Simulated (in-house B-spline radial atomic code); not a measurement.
Mg. Computed with a B-spline radial atomic code. Model: all-electron spherical atom, spin shells full or empty, radial basis limit, no spin-orbit coupling, Breit or QED, empty-state partial waves extrapolated as (l+1/2)^-4, RPA, G0W0 and static COHSEX of the highest shell as one setting changes (uncorrelated shells keep exact exchange).

Empty levels are discrete states of a finite basis, so the steps are uneven.

Given: element Mg; charge 0; filled core Ne; hamiltonian non-relativistic; mean-field start PBE0; highest l of empty states 9; lowest nl shells left uncorrelated 2; highest mean-field shell 3s; box radius 40 bohr.

Shell: 3s 1 1 (electrons up and down).

```tsv
highest empty level kept (hartree)	RPA correlation energy (hartree)	G0W0 level (eV)	G0W0 minus most complete (meV)	COHSEX level (eV)	linearised minus solved G0W0 (meV)
1	-0.069058	-7.4431	249	-8.7322	-14.9
2	-0.10037	-7.5541	138.1	-8.9472	-17.6
3.5	?	?	?	?	?
6	-0.17633	-7.6404	51.8	-9.1197	-20.1
10	-0.23489	-7.6612	31	-9.1687	-20.7
18	-0.31938	-7.6714	20.7	-9.2055	-21
30	-0.35499	-7.6804	11.8	-9.236	-21.2
60	-0.37902	-7.6877	4.5	-9.2619	-21.4
120	-0.39126	-7.6909	1.3	-9.2712	-21.5
250	?	?	?	?	?
600	-0.39637	-7.6921	0	-9.2752	-21.6
2000	-0.39651	-7.6922	0	-9.2753	-21.6
```

(1) What follows for highest empty level kept = 3.5?

(2) What follows for highest empty level kept = 250?

## Answers

(1) RPA correlation energy -0.13009 hartree; G0W0 level -7.607 eV; G0W0 minus most complete 85.2 meV; COHSEX level -9.0505 eV; linearised minus solved G0W0 -19.1 meV.

(2) RPA correlation energy -0.39515 hartree; G0W0 level -7.6918 eV; G0W0 minus most complete 0.3 meV; COHSEX level -9.2743 eV; linearised minus solved G0W0 -21.5 meV.
